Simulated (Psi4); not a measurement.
# GAM/6-311G (density fitting, ddCOSMO acetonitrile) run of AlNH6 (SMILES [NH3+][AlH3-])

What is the energy change on altering one bond length of AlNH6 at GAM/6-311G (density fitting, ddCOSMO acetonitrile)? 

Program for the calculation: Psi4 1.11.

3 further runs of the same task are left out: 1 that didn't finish, 2 set aside as unsound or not needed.

## 1. The structure to begin with

The species is AlNH6 (8 atoms), meant as a singlet with charge 0. As SMILES, `[NH3+][AlH3-]`. The shape is that of a PBE0-D4/def2-TZVP optimisation.

Bond lengths: N1–Al2 2.061 Å, N1–H3 1.015 Å, N1–H4 1.015 Å, N1–H5 1.015 Å, Al2–H6 1.603 Å, Al2–H7 1.603 Å, Al2–H8 1.603 Å. Some angles: N1–Al2–H6 99.3°, N1–Al2–H7 99.3°, N1–Al2–H8 99.3°, Al2–N1–H3 111.0°, Al2–N1–H4 111.0°, Al2–N1–H5 111.0°, H6–Al2–H7 117.5°, H6–Al2–H8 117.5°, H7–Al2–H8 117.5°, H3–N1–H4 107.9°.

## 2. Energy and one-electron properties at GAM/6-311G (density fitting, ddCOSMO acetonitrile)

File alh6n.py:

```python
import psi4

psi4.set_memory(1600000000)
psi4.set_num_threads(1)
psi4.core.set_output_file('alh6n.out', False)

molecule = psi4.geometry("""
N     -0.285300    -0.098100    -0.947700
Al     0.332200     0.091100     1.009300
H      0.208600     0.552800    -1.549700
H     -1.278900     0.088700    -1.035500
H     -0.112600    -1.036000    -1.294800
H     -0.061100     1.625500     1.256600
H      1.886900    -0.253000     0.823700
H     -0.597500    -1.028100     1.682600
units angstrom
symmetry c1
no_reorient
no_com
""")

psi4.set_options({
    'reference': 'rks',
    'scf_type': 'disk_df',
    'ddx': True,
    'ddx_model': 'cosmo',
    'ddx_solvent': 'acetonitrile',
    'ddx_radii_set': 'uff',
})

e_tot, wfn = psi4.energy('gam/6-311G', return_wfn=True)
psi4.oeprop(wfn, 'MULTIPOLE(3)', 'WIBERG_LOWDIN_INDICES', 'MBIS_CHARGES', 'ESP_AT_NUCLEI')
print(f'total energy {e_tot:.8f} hartree = {e_tot * 27.211386:.5f} eV')
```

The run is started by

```sh
python alh6n.py
```

alh6n.out:

```text
[...]
  Running in c1 symmetry.
[...]
  Nuclear repulsion =   62.106506519526505
[...]
  Multiplicity = 1
[...]
  Nalpha       = 13
  Nbeta        = 13
[...]
    Number of basis functions: 52
[...]
   @DF-RKS iter   1:  -300.44872048778905   -2.93439e-01   1.65844e-02 DIIS/ADIIS
[...]
   @DF-RKS iter   8:  -300.76047032192105   -2.11492e-09   2.57393e-07 DIIS
[...]
    Orbital Energies [Eh]
    ---------------------
    Doubly Occupied:
       1A    -55.215648     2A    -14.055849     3A     -3.966721
       4A     -2.572047     5A     -2.568293     6A     -2.568280
       7A     -0.854665     8A     -0.478469     9A     -0.478383
      10A     -0.387643    11A     -0.295830    12A     -0.245515
      13A     -0.245315
[...]
  @DF-RKS Final Energy:  -300.76047032192105
   => Energetics <=
    Nuclear Repulsion Energy =             62.1065065195265049
    One-Electron Energy =                -538.5380090080070659
    Two-Electron Energy =                 203.4838603720812102
    DFT Exchange-Correlation Energy =     -27.7908086711497120
    Empirical Dispersion Energy =           0.0000000000000000
    VV10 Nonlocal Energy =                  0.0000000000000000
    DD Solvation Energy =                 -0.0220195343720006
    Total Energy =                       -300.7604703219210478
[...]
 Multipole Moments:
 ------------------------------------------------------------------------------------
     Multipole            Electronic (a.u.)      Nuclear  (a.u.)        Total (a.u.)
 ------------------------------------------------------------------------------------
 L = 1.  Multiply by 2.5417464519 to convert [e a0] to [Debye]
 Dipole X            :         -5.2719157            4.4727928           -0.7991229
 Dipole Y            :         -1.0749171            0.8456524           -0.2292646
 Dipole Z            :        -14.5360407           12.0373664           -2.4986742
 Magnitude           :                                                    2.6333501
 L = 2.  Multiply by 1.3450342976 to convert [e a0^2] to [Debye ang]
 Quadrupole XX       :        -46.6790140           27.2019455          -19.4770685
 Quadrupole XY       :         -2.5367085            2.6620689            0.1253605
[...]
```

The script printed:

```text
total energy -300.76047032 hartree = -8184.10925 eV
```

Wall time 42 s (1 thread of Intel Xeon Platinum 8259CL at 2.50GHz (Skylake/Cascade Lake), shared host); peak memory 0.45 GiB.

Atomic charges (e):

```tsv
atom	MBIS
N1	-1.058
Al2	+1.200
H3	+0.431
H4	+0.431
H5	+0.431
H6	-0.477
H7	-0.479
H8	-0.479
```

## 3. The distorted shape, same level

File run.py:

```python
import psi4

psi4.set_memory('1600 MB')
psi4.set_num_threads(1)
psi4.set_output_file('psi4.out', False)

m = psi4.geometry("""
0 1
N     -0.334698    -0.163200    -0.887491
Al     0.282802     0.026000     1.069509
H      0.208600     0.552800    -1.549700
H     -1.328298     0.023600    -0.975291
H     -0.161998    -1.101100    -1.234591
H     -0.110498     1.560400     1.316809
H      1.837502    -0.318100     0.883909
H     -0.646898    -1.093200     1.742809
units angstrom
symmetry c1
no_reorient
no_com
""")

psi4.set_options({
    'reference': 'rks',
    'scf_type': 'disk_df',
    'ddx': True,
    'ddx_model': 'cosmo',
    'ddx_solvent': 'acetonitrile',
    'ddx_radii_set': 'uff',
})

e, wfn = psi4.energy("gam/6-311G", molecule=m, return_wfn=True)
psi4.oeprop(wfn, "MULTIPOLE(3)", "WIBERG_LOWDIN_INDICES", "MBIS_CHARGES", "ESP_AT_NUCLEI")
print(f'gam/6-311G energy: {e:.10f} Eh')
```

The run is started by

```sh
python run.py
```

psi4.out:

```text
[...]
  Running in c1 symmetry.
[...]
  Nuclear repulsion =   61.666974975739613
[...]
  Multiplicity = 1
[...]
  Nalpha       = 13
  Nbeta        = 13
[...]
    Number of basis functions: 52
[...]
   @DF-RKS iter   1:  -300.44267226638215   -3.13130e-01   1.64010e-02 ADIIS/DIIS
[...]
   @DF-RKS iter   8:  -300.75280928303960   -2.64419e-09   3.00086e-07 DIIS
[...]
    Orbital Energies [Eh]
    ---------------------
    Doubly Occupied:
       1A    -55.215376     2A    -14.062811     3A     -3.966435
       4A     -2.571758     5A     -2.568011     6A     -2.567995
       7A     -0.841816     8A     -0.476529     9A     -0.459102
      10A     -0.385872    11A     -0.294908    12A     -0.245081
      13A     -0.245024
[...]
  @DF-RKS Final Energy:  -300.75280928303960
   => Energetics <=
    Nuclear Repulsion Energy =             61.6669749757396133
    One-Electron Energy =                -537.7361074335508420
    Two-Electron Energy =                 203.0870906157450690
    DFT Exchange-Correlation Energy =     -27.7487809518345685
    Empirical Dispersion Energy =           0.0000000000000000
    VV10 Nonlocal Energy =                  0.0000000000000000
    DD Solvation Energy =                 -0.0219864891388538
    Total Energy =                       -300.7528092830395963
[...]
 Multipole Moments:
 ------------------------------------------------------------------------------------
     Multipole            Electronic (a.u.)      Nuclear  (a.u.)        Total (a.u.)
 ------------------------------------------------------------------------------------
 L = 1.  Multiply by 2.5417464519 to convert [e a0] to [Debye]
 Dipole X            :         -2.9027688            2.1390755           -0.7636933
 Dipole Y            :          2.0203126           -2.2298768           -0.2095642
 Dipole Z            :        -17.4013030           14.8818295           -2.5194736
 Magnitude           :                                                    2.6410020
 L = 2.  Multiply by 1.3450342976 to convert [e a0^2] to [Debye ang]
 Quadrupole XX       :        -46.0493524           26.6583318          -19.3910206
 Quadrupole XY       :         -2.1180702            2.4659872            0.3479170
[...]
```

On the terminal:

```text
gam/6-311G energy: -300.7528092830 Eh
```

Wall time 27 s (1 thread of Intel Xeon Platinum 8259CL at 2.50GHz (Skylake/Cascade Lake), shared host); peak memory 0.45 GiB.

Atomic charges (e):

```tsv
atom	MBIS
N1	-1.053
Al2	+1.202
H3	+0.416
H4	+0.434
H5	+0.434
H6	-0.477
H7	-0.477
H8	-0.479
```

## 4. Outcome

At GAM/6-311G (density fitting, ddCOSMO acetonitrile):

```
                                                         quantity          value
                                        first shape: total energy  -300.76047 Eh
                                       first shape: dipole moment         6.69 D
                                         first shape: HOMO energy       -6.68 eV
                                         first shape: LUMO energy       -0.57 eV
                                       first shape: HOMO–LUMO gap        6.11 eV
                          first shape: solvent term in the energy   -57.8 kJ/mol
                                    distorted shape: total energy  -300.75281 Eh
                                   distorted shape: dipole moment         6.71 D
                                     distorted shape: HOMO energy       -6.67 eV
                                     distorted shape: LUMO energy       -0.68 eV
                                   distorted shape: HOMO–LUMO gap        5.99 eV
                      distorted shape: solvent term in the energy   -57.7 kJ/mol
energy change with the N1–H3 bond stretched from 1.015 to 1.116 Å       0.208 eV
```

**Reading.** With the N1–H3 bond stretched from 1.015 to 1.116 Å the energy rises by 0.21 eV (20.1 kJ/mol). The first shape isn't relaxed at this level, so the change isn't measured from a minimum.
